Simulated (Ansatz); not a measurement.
For wurtzite GaN, revPBE (Ansatz, a first-principles code, plane waves, PAW) gives:

| Quantity | Result |
|---|---|
| lattice parameter a | 3.237 Å |
| c axis length | 5.272 Å |
| bulk modulus B0 | 164 GPa |
| cohesive energy | 4.01 eV/atom |
| band gap | 1.63 eV |

Question: What does r²SCAN-D4 in Ansatz (plane waves, PAW) give for the same quantities?

Answer: 
- lattice constant a: 3.172 Å (falls by 2.0 %)
- lattice parameter c: 5.166 Å (falls by 2.0 %)
- bulk modulus: 201 GPa (increases by 23 %)
- cohesive energy: 4.62 eV/atom (grows by 0.61 eV/atom)
- band gap: 2.42 eV (grows by 0.79 eV)

For comparison: lattice constant a 3.189 Å (measured, room temperature, not corrected to a static lattice; as tabulated in Lucero et al. (2012), arXiv:1111.4515); lattice parameter c 5.185 Å (measured, room temperature, no zero-point or thermal correction; as tabulated in Lucero et al. (2012), arXiv:1111.4515); bulk modulus 210 GPa (measured, temperature not stated, not corrected to a static lattice, our sources range from 187 to 237; as tabulated in Toher et al. (2017), arXiv:1611.05714); cohesive energy 4.53 eV/atom (measured, temperature not stated, not corrected to a static lattice; as tabulated in Zoroddu et al. (2001), arXiv:cond-mat/0011434); band gap 3.68 eV (measured, zero-point renormalisation of 0.17 eV added back here (the table's ZPR column); inputs from Chen et al. (2018), doi:10.1103/physrevmaterials.2.073803).

Changes are worked out from the printed values.

Unless a cell is named, each level is at its own relaxed cell (revPBE 11.96, r²SCAN-D4 11.26 Å³/atom).

Spin–orbit coupling is included only where a level's name says +SOC; with heavier elements it mostly lowers gaps and can invert bands. Density-functional gaps are differences of (generalised) Kohn–Sham levels.

Ansatz's density-functional and Hartree–Fock values are scalar-relativistic unless marked +SOC, with PAW data made under PBE.
